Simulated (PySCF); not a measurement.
Below is a simulated gas-phase C 1s photoelectron spectrum of `FC1=C[C@H]1Cl`.

Every computed line was given a Gaussian of 0.5 eV full width at half maximum and an area set by the number of equivalent atoms; the highest printed point is 100. The calculation used delta-SCF UKS SCAN, pcX-2 on the ionised atom, pcseg-1 elsewhere, spin-free X2C in PySCF 2.14.0.

binding energy (eV), intensity and a bar:
```
    291.0          0 
    291.1          1 
    291.2          4 #
    291.3         12 ####
    291.4         28 ########
    291.5         54 ################
    291.6         81 ########################
    291.7         98 ##############################
    291.8         96 #############################
    291.9         75 ######################
    292.0         47 ##############
    292.1         23 #######
    292.2          9 ###
    292.3          3 #
    292.4          1 
    292.5          1 
    292.6          2 
    292.7          6 ##
    292.8         17 #####
    292.9         37 ###########
    293.0         64 ###################
    293.1         89 ###########################
    293.2        100 ##############################
    293.3         90 ###########################
    293.4         65 ###################
    293.5         39 ############
    293.6         24 #######
    293.7         26 ########
    293.8         42 #############
    293.9         69 #####################
    294.0         92 ############################
    294.1        100 ##############################
    294.2         86 ##########################
    294.3         60 ##################
    294.4         33 ##########
    294.5         15 ####
    294.6          5 ##
    294.7          2 
    294.8          0
```

**Question.** Count the maxima, the lines and the sites behind this envelope.

**Answer.** The curve has 3 maxima (at 291.7, 293.2 and 294.1 eV). Under it lie 3 lines from 3 inequivalent carbon sites.

**Question.** Decompose the envelope and assign each component. Numbering: `[F:1][C:2]1=[CH:3][C@H:4]1[Cl:5]`.

**Answer.** 
```csv
position (eV),relative area,line,atoms,environment
291.74,1,C 1s,C3,alkene CH carbon
293.20,1,C 1s,C4,sp3 C–Cl carbon
294.09,1,C 1s,C2,vinylic C–F carbon
```

**Question.** What are the centre and the root-mean-square width of the whole band?

**Answer.** The area-weighted mean of the lines is 293.01 eV. Their own spread about it is 0.97 eV (rms) and each Gaussian has σ = 0.5/2.355 = 0.21 eV; the variances add, which gives 0.99 eV.

Lowest listed C 1s: C3, bonded to C (double bond), C and H. Highest, 2.35 eV above it: C2, bonded to F, C (double bond) and C. Summing the Pauling electronegativity differences to the bonded atoms, each weighted by its formal bond order, gives -0.35 for the lowest site and +1.43 for the highest; no listed site has a larger sum than the highest.

Shake-up satellites, vibrational structure and lifetime widths aren't simulated. Isolated species at its PBE0-D3(BJ)/def2-SVP geometry, gas phase.

Time: 23 s wall. Hardware: an Arm Neoverse V1 with one thread (shared host).
